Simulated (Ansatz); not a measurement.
Gas-phase electronic energies from Ansatz, PBE0-D4/def2-TZVP geometries. CCSD(T)/CBS is the MP2 limit (def2-TZVPP, def2-QZVPP) plus CCSD(T) − MP2 in def2-TZVPP, frozen cores. This one scheme is used for every species. DFT in def2-TZVPP. Each species was taken in one conformer, which may not be the lowest.

Consider the ligand exchange at the Si–Cl bond: `[SiH3][SiH2]Cl` + NH₃ → `N[SiH2][SiH3]` + HCl.

`[SiH3][SiH2]Cl`:

```xyz
8

Si    0.566   -1.034    0.251
Si   -0.658    0.911   -0.178
Cl    0.591    2.297   -1.063
H    -0.316   -2.049    0.887
H     1.694   -0.720    1.167
H     1.101   -1.578   -1.024
H    -1.787    0.660   -1.110
H    -1.191    1.514    1.070
```

NH₃:

```xyz
4

N     0.101    0.261    0.034
H    -0.823    0.266   -0.381
H     0.694   -0.296   -0.569
H     0.028   -0.231    0.916
```

`N[SiH2][SiH3]`:

Cartesian coordinates in Å:
```
N 1.160 -0.955 0.972
Si 0.448 -0.531 -0.540
Si -1.252 1.031 -0.155
H 1.464 -0.228 1.599
H 1.776 -1.751 1.026
H -0.108 -1.777 -1.136
H 1.384 0.043 -1.558
H -0.714 2.194 0.608
H -2.368 0.439 0.630
H -1.791 1.537 -1.447
```

HCl:

Z-matrix (Å, degrees):
```
Cl
H 1 1.279
```

Q: Is it downhill or uphill in electronic energy at CCSD(T)/CBS, and by how much? (Estimate.)

A: The calculation gave: Uphill: ΔE = +54.7 kJ/mol.

Q: What do these levels give: BLYP-D4, BHLYP-D4, revPBE, BLYP, CCSD/def2-SVP, HF/def2-QZVPP? (Best estimate.)

A: The calculation gave: BLYP-D4 53.3, BHLYP-D4 54.3, revPBE 58.9, BLYP 54.2, CCSD/def2-SVP 48.6, HF/def2-QZVPP 54.8 kJ/mol.

Largest T1 diagnostic among the species: 0.011.

Leaving LDA and LC-ωPBE aside and taking each functional with its dispersion term where it has one, the values, not all of them listed here, spread over 6.6 kJ/mol, from CAM-B3LYP-D4 to HSE06-D4. LDA lies −8.5 kJ/mol from PBE without D4. At CCSD(T), def2-SVP lies −6.2 kJ/mol from the extrapolated value and def2-TZVPP −4.0 kJ/mol.
